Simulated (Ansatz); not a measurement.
Grey tin (α-Sn) was calculated with rVV10 (plane waves, PAW; Ansatz, a first-principles code).

Numerical settings: plane-wave cutoff 500 eV, 20×20×20 k mesh, Fermi–Dirac smearing 0.1 eV, scalar-relativistic PAW data made under PBE.

Computed at the level's own relaxed cell.

Task: Predict the volume per atom and lattice parameter a.

Result: 
* **volume per atom**: 37.35 Å³/atom
* **lattice parameter a**: 6.685 Å

The run finds no gap.

Measured, for comparison: equilibrium volume per atom 33.97 Å³/atom, lattice constant a 6.477 Å (static lattice: zero-point anharmonic expansion removed; as tabulated in Mejia-Rodriguez and Trickey (2018), arXiv:1807.09216). Computed (rounded) less measured: equilibrium volume per atom +9.9 %, lattice constant a +3.2 %.

Spin–orbit coupling is not included.

Static lattice: no zero-point or thermal effects.
